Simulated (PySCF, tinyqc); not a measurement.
Worked calculation: CCD on RHF in the sto-3g basis, for CH+, spin multiplicity 1. The lowest restricted solution is unstable here: a spin-polarised one lies 0.0082 hartree lower (PySCF). One step of it, computed by the program tinyqc.

Problem. Orthogonalisation. S = U s U^T; symmetric (Loewdin) form X = U s^(-1/2) U^T, so that X^T S X = 1.

overlap S, order 1C 1s, 1C 2s, 1C 2px, 1C 2py, 1C 2pz, 2H 1s:
$$\begin{pmatrix}
1.000000 & 0.248362 & 0.000000 & 0.000000 & 0.000000 & 0.027487 \\
0.248362 & 1.000000 & 0.000000 & 0.000000 & 0.000000 & 0.307978 \\
0.000000 & 0.000000 & 1.000000 & 0.000000 & 0.000000 & 0.000000 \\
0.000000 & 0.000000 & 0.000000 & 1.000000 & 0.000000 & 0.000000 \\
0.000000 & 0.000000 & 0.000000 & 0.000000 & 1.000000 & 0.331996 \\
0.027487 & 0.307978 & 0.000000 & 0.000000 & 0.331996 & 1.000000
\end{pmatrix}$$

Give: eigenvalues of S; X.

Solution.

eigenvalues of S: [0.521, 0.821, 1.000, 1.000, 1.159, 1.499]

X, order 1C 1s, 1C 2s, 1C 2px, 1C 2py, 1C 2pz, 2H 1s:
$$\begin{pmatrix}
1.025 & -0.135 & 0.000 & 0.000 & -0.006 & 0.019 \\
-0.135 & 1.069 & 0.000 & 0.000 & 0.047 & -0.182 \\
0.000 & 0.000 & 1.000 & 0.000 & 0.000 & 0.000 \\
0.000 & 0.000 & 0.000 & 1.000 & 0.000 & 0.000 \\
-0.006 & 0.047 & 0.000 & 0.000 & 1.049 & -0.192 \\
0.019 & -0.182 & 0.000 & 0.000 & -0.192 & 1.092
\end{pmatrix}$$
